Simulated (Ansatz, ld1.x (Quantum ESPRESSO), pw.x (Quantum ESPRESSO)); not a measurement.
**selenium (Se): one change to the PAW potential, in the atom and in the sc crystal**

selenium (Se), PAW, made with ld1.x (Quantum ESPRESSO) 7.5 (LDA (PW92), scalar-relativistic). Core [Ar] 3d10, reference 4s2 4p4. Waves: 4s (bound): rcut 1.45, rcutus 1.70 bohr; 4s channel at 3.4 Ry: rcut 1.45, rcutus 1.70 bohr; 4p (bound): rcut 1.50, rcutus 1.70 bohr; 4p channel at 0.05 Ry: rcut 1.50, rcutus 1.70 bohr; 4d channel at 0.35 Ry: rcut 1.45, rcutus 1.70 bohr. Local part: all-electron potential smoothed inside 1.50 bohr (lloc = -2). Core correction: none. Augmentation charge: PSQ, inside the norm-conserving radii.

Change: core correction a·sin(br)/r model core inside 1.76 bohr.

Cutoffs, loose and tight: the cutoffs (Ry, on a coarse ladder) from which the occupation-weighted sum of valence levels, in a spherical-Bessel basis at the reference potential, stays within 10 and 1 mRy of its value at 400 Ry. They do not see the model core or the augmentation charge, which bear on the density cutoff. Test errors are all-electron minus pseudo excitation energies from the reference, over the configurations 4s2 4p3; 4s2 4p2; 4s2 4p1; 4s0 4p6; 4s2 4p0; 4s2 4p4.3; 4s2 4p3.5 (two spin-polarised tests are not counted in the largest error); variants that change the core or the reference have their own tests.

Crystal test: sc Se in pw.x 7.5, no spin, 12³ k-points, Fermi–Dirac smearing 0.01 Ry, cutoffs set for each file from its atomic test. The reference is all-electron LAPW (Ansatz 0.2.0) with the same functional, mesh and smearing; V0 and B0 come from Birch–Murnaghan fits to the pressures at five volumes. Errors are pseudo minus all-electron; Δ is the rms difference of the E(V) curves that follow from these fits, minima aligned, over ±6 % about the mean V0. Mesh and smearing are coarse, so the numbers serve the comparison and aren't converged zero-temperature values; the lattice is a test structure that the element need not adopt.

All-electron: a0 = 2.771 Å (V0 = 21.28 Å³/atom), B0 = 85.9 GPa.

**Question.** Does the change bring the crystal closer to the all-electron result?

**Answer.** The mean pressure error goes from -0.34 to -0.25 GPa, so the change moves the solid closer to the all-electron pressures.

| quantity | base | changed |
| --- | --- | --- |
| outcome (atom) | generated | generated |
| cutoff, loose (atom) | 12 Ry | 12 Ry |
| cutoff, tight (atom) | 25 Ry | 25 Ry |
| bound ghosts (atom) | none | none |
| largest test error (meV) (atom) | -265 | -295 |
| cutoffs in pw.x (Ry) | 40/320 | 40/320 |
| a0 (Å) | 2.767 | 2.768 |
| a0 error (%) | -0.14 | -0.10 |
| B0 error (%) | +0.6 | +0.6 |
| Δ (meV/atom) | 1.6 | 1.2 |
| mean pressure error (GPa) | -0.34 | -0.25 |

 The atomic cutoffs weigh occupied waves only.
